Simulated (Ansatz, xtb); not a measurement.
## Relative energy of two isomers of C3H6F2

Structure X is `FCCCF`, a singlet and structure Y is `C[C@@H](F)CF`, a singlet. Both are isolated molecules in the gas phase, relaxed with PBE-D3(BJ)/def2-SVP, each in the lowest conformer that the search found.

Which of the two would you expect CCSD(T)/def2-SVP + ΔMP2/def2-TZVPP electronic energies to favour?

Structure Y; the calculation gives E(Y) − E(X) = −1.79 kcal/mol.

Level by level:

```
                             level             geometry  E(Y) − E(X) (kcal/mol)  departure from the last row (kcal/mol)  job, with rough time for the two
                          GFN2-xTB             GFN2-xTB                     −1.03                                   +0.77               optimisation, 0.1 s
                         HF/STO-3G             GFN2-xTB                     −1.46                                   +0.34               single point, 0.2 s
                r2SCAN-D4/def2-SVP             GFN2-xTB                     −2.45                                   −0.65               single point, 1.5 s
               PBE-D3(BJ)/def2-SVP  PBE-D3(BJ)/def2-SVP                     −1.91                                   −0.11               optimisation, 9.6 s
                       HF/def2-SVP  PBE-D3(BJ)/def2-SVP                     −1.66                                   +0.13           part of the CCSD(T) run
                      MP2/def2-SVP  PBE-D3(BJ)/def2-SVP                     −1.84                                   −0.05           part of the CCSD(T) run
                  CCSD(T)/def2-SVP  PBE-D3(BJ)/def2-SVP                     −1.92                                   −0.12                      single point
CCSD(T)/def2-SVP + ΔMP2/def2-TZVPP  PBE-D3(BJ)/def2-SVP                     −1.79                                                        single point, 16 s
```

As drawn, both hold the same kinds of bond in the same numbers. Structure X has 0 methyl groups, Y 1.

None of the levels shown reverses the order. The largest departure from CCSD(T)/def2-SVP + ΔMP2/def2-TZVPP is that of GFN2-xTB, 0.77 kcal/mol. The last row adds to CCSD(T) the change of the MP2 difference between the two basis sets, here +0.12 kcal/mol.

With harmonic frequencies from PBE-D3(BJ)/def2-SVP (ideal gas, rigid rotor, one conformer each, 298.15 K, 1 atm): on the last row, ΔE + ΔZPE = −2.36, ΔH = −2.25, ΔG = −2.66 kcal/mol.

The correlated steps freeze 5 core orbitals. Run with Ansatz 0.2.0, xtb 6.7.1; the last row on 2 threads of Intel(R) Xeon(R) 6975P-C (Granite Rapids) on a shared host.
